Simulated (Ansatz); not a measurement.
# Structure relaxation of As3S

Theory: Ansatz, DFT r2SCAN, scalar-relativistic, plane waves, PAW. Cutoff 500 eV, Γ-centred k mesh, Gaussian smearing, no spin polarisation in the final step.

As3S was placed on the Cu3Au (L1_2) structure type (Pm-3m, No. 221), with S in place of Au, As in place of Cu, at a guessed volume.

```
CELL_PARAMETERS angstrom
4.33657 0.00000 0.00000
0.00000 4.33657 0.00000
0.00000 0.00000 4.33657
ATOMIC_POSITIONS crystal
As 0.00000 0.50000 0.50000
As 0.50000 0.00000 0.50000
As 0.50000 0.50000 0.00000
S 0.00000 0.00000 0.00000
```

Cell and atoms relax at zero pressure; the relaxation can't lower the symmetry of the start. After a coarse first stage the cell is made exact in the group found at 0.06 Å.

The zero of energy is the elements' standard structures at the same level; no fitted shifts are applied.

Problem. Which crystal results?

Solution. It keeps Pm-3m (No. 221). The result has the Cu3Au (L1_2) structure. Conventional cell: a = 4.190 Å. As has 4 S at 2.96 Å and 8 As at 2.96 Å; S has 12 As at 2.96 Å.

Space group Pm-3m (No. 221). a = 4.190 Å, b = 4.190 Å, c = 4.190 Å, α = 90.00°, β = 90.00°, γ = 90.00°
```json
{"atom": "As", "site": "3c", "symmetry": "4/mm.m", "x": "0.0000", "y": "0.5000", "z": "0.5000"}
{"atom": "S", "site": "1a", "symmetry": "m-3m", "x": "0.0000", "y": "0.0000", "z": "0.0000"}
```

Problem. What are its volume, energy, density and gap?

Solution. The volume per atom is 18.39 Å³. The density is 5.80 g/cm³. The energy over the elements is 0.87 eV/atom and the gap on the 12×12×12 mesh is 0 eV (a metal).

The final run used a 12×12×12 mesh on its 4-atom cell and 0.10 eV smearing. The k mesh leaves about 4 meV/atom of noise in metals. Symmetry constrained the relaxation, so the result can be a saddle point.

Cost: 3 runs of about 0.79 core-minutes in all, on Intel Xeon 6975P-C (Granite Rapids) (shared hosts).